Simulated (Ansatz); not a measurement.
# Relative energies of C4H7NO isomers

3 of its isomers, all singlets with charge 0: A = `CN/C=C/C=O`; B = methacrylamide `C=C(C)C(N)=O`; C = `C/C=N/C(C)=O`.

Shapes, held fixed at every level: PBE0-D4/def2-TZVP. Flexible molecules stand in one conformer, not always the lowest. Programs: Ansatz 0.2.0.

Electronic energies in kJ/mol, without zero-point or thermal terms.

Q: Which isomer should be the most stable, and roughly by how much?

A: B < C < A in rising energy, over a span of 88 kJ/mol, by CCSD(T)/CBS estimate. All levels agree on that. The B − A difference spans -88.2 to -75.0 kJ/mol over the levels. The CBS estimate extrapolates MP2 from def2-TZVPP and def2-QZVPP and adds CCSD(T) − MP2 in the triple-zeta set, cores frozen.

| level | kind | B − A | C − A |
| --- | --- | --- | --- |
| HF/def2-SVP | Hartree–Fock | -81.5 | -56.4 |
| r2SCAN-D4/def2-TZVPP | meta-GGA | -75.0 | -38.5 |
| BHLYP-D4/def2-TZVPP | global hybrid | -79.8 | -44.6 |
| MP2/def2-SVP | perturbation theory | -86.5 | -56.0 |
| MP2/def2-TZVPP | perturbation theory | -88.0 | -49.7 |
| CCSD/def2-SVP | coupled cluster or CI | -86.6 | -61.1 |
| CCSD/def2-TZVPP | coupled cluster or CI | -88.2 | -56.5 |
| CCSD(T)/CBS estimate | coupled cluster or CI | -87.9 | -51.8 |
